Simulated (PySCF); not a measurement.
# H₃SS, doublet: data card

These are results of UPBE0 in PySCF with S def2-TZVP, H def2-TZVP; no relativity; density-fitted integrals, not measurements.

The structure is a minimum.

| Item | Value |
| --- | --- |
| Point group | Cs |
| Bond lengths | S–H 1.362 Å, S–H 1.475 Å (×2), S–S 1.958 Å |
| Bond angles | H–S–H 88.6° (×2), H–S–H 164.1°, H–S–S 97.7° (×2), H–S–S 115.3° |
| Zero-point energy | 63.3 kJ/mol |
| Lowest empty level (β) | -3.08 eV |
| Dipole moment | 3.54 D |
| Atomisation energy without zero-point energy | 887 kJ/mol |
| Highest occupied level (α) | -6.29 eV |
| Rotational constants | 2.924, 0.2485, 0.2385 cm⁻¹ |
| Principal polarisabilities | 27.4, 47.6, 59.7 bohr³ |
| Spin squared ⟨S²⟩ | 0.763 |
| Principal quadrupole moments (Buckingham, traceless) about the centre of mass | -1.75, -1.60, 3.35 D Å |
| Heat capacity Cp at 298.15 K | 51.3 J/(mol K) |
| Entropy at 298.15 K and 1 bar (electronic part: spin only) | 264.8 J/(mol K) |
| Enthalpy at 298.15 K above 0 K | 11.46 kJ/mol |
| Rotational symmetry number | 1 |

Harmonic modes (masses in u: S 31.972, H 1.008):
```csv
symmetry,ω (cm⁻¹),IR (km/mol),μ (u),type
a',578,20.2,6.48,mixed
a'',612,4.7,1.12,bend
a',661,24.3,1.17,bend
a',823,5.5,1.11,bend
a',1008,42.7,1.06,bend
a'',1237,502,1.07,stretch
a'',1350,78.9,1.01,mixed
a',1833,27.4,1.01,stretch
a',2486,35.3,1.04,stretch
```

Charges (e):
```json
{"atom": "S1", "Mulliken": "0.01", "Löwdin": "0.24", "polar tensor": "0.88", "spin (Mulliken)": "0.21", "Mayer order to S1": "–"}
{"atom": "S2", "Mulliken": "-0.36", "Löwdin": "-0.30", "polar tensor": "-0.42", "spin (Mulliken)": "0.11", "Mayer order to S1": "1.49"}
{"atom": "H3,4", "Mulliken": "0.09", "Löwdin": "0.02", "polar tensor": "-0.18", "spin (Mulliken)": "0.36", "Mayer order to S1": "0.69"}
{"atom": "H5", "Mulliken": "0.17", "Löwdin": "0.04", "polar tensor": "-0.09", "spin (Mulliken)": "-0.03", "Mayer order to S1": "0.85"}
```

Mulliken populations on S1: s 5.69, p 9.80, d 0.49, f 0.02.

Other isomers or separated fragments may lie lower. At this level a doublet minimum of Cs symmetry lies 17 kJ/mol below this structure.

The final relaxation and frequency run took 82 s on 4 threads of a shared Intel Xeon @ 2.70GHz host, with 92 basis functions and 21 gradients; the process peaked at 1.2 GiB. Launch command: `OMP_NUM_THREADS=4 python axn.py task.json out`.
